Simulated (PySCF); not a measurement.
Work out the structure from these simulated measurements.

Formula: C3H5F3.

- Rotational structure: rotational constants A, B, C: 5.256, 2.772, 2.746 GHz [PBE0-D3(BJ)/def2-SVP]
- 1H NMR: chemical shifts (computed TMS as zero) by class: 1.79 (2 H), 1.13 (3 H) ppm [GIAO PBE0/pcSseg-1]
- Couplings: largest of the computed one-bond spin–spin couplings (means over like bonds): 19F–13C -341.5 (×3), 13C–1H +135.3 (×3), 13C–1H +134.4 (×2), 13C–13C +63.4, 13C–13C +36.7 Hz [B3LYP/pcJ-1, spin–dipole term left out for some pairs]
- UV, first state: lowest singlet excitation: 9.80 eV (127 nm, f = 0.001) [TDDFT CAM-B3LYP/def2-SVPD]
- 13C NMR: chemical shifts (computed TMS as zero) by class: 132.2 (1 C), 30.5 (1 C), 8.1 (1 C) ppm [GIAO PBE0/pcSseg-1]
- Triplet: lowest triplet excitation (Tamm–Dancoff): 9.49 eV [TDA CAM-B3LYP/def2-SVPD]
- Dipole: 2.47 D [CAM-B3LYP/def2-SVPD]

Electronic properties: PySCF, gas phase, density fitting. Levels stand in brackets. Geometry: PBE0-D3(BJ)/def2-SVP; no solvent, vibrations or thermal averaging. NMR classes are plain means over equivalent atoms (diastereotopic ones count apart unless rotation or inversion swaps them), as if these changed places fast.

**Question.** Give a SMILES that accounts for the data.

**Answer.** Numbering: `[CH3:1][CH2:2][C:3]([F:4])([F:5])[F:6]`. Its formula, C3H5F3, gives 0 degrees of unsaturation, so no ring and no π bond. 3 carbons fall into 3 classes; from least to most shielded: CF3 carbon [C3] (132.2 ppm), chain CH2 carbon [C2] (30.5 ppm), methyl carbon [C1] (8.1 ppm). Hydrogen classes from least to most shielded: 2 H on a chain CH2 carbon, C2 (1.79 ppm), 3 H on a methyl carbon, C1 (1.13 ppm). The couplings run between: -341.5 Hz, fluorine of a CF3 group [F4] and CF3 carbon [C3] (with 2 like pairs); +135.3 Hz, methyl carbon [C1] and its hydrogen (with 2 like pairs); +134.4 Hz, chain CH2 carbon [C2] and its hydrogen (with 1 like pair); +63.4 Hz, chain CH2 carbon [C2] and CF3 carbon [C3]; +36.7 Hz, methyl carbon [C1] and chain CH2 carbon [C2]. By its constants the optimised geometry is a nearly prolate symmetric top. Structure: `CCC(F)(F)F`. Computed isomers that give other values at the same levels: `FCC(F)CF` (rotational constant A: 4.171 GHz; this holds for the one conformer computed). The assignments are read from this structure; whether some other isomer fits the data as well wasn't checked.

Conformer computed: `[CH3:1][CH2:2][C:3]([F:4])([F:5])[F:6]`: C1–C2–C3–F4 -59°.
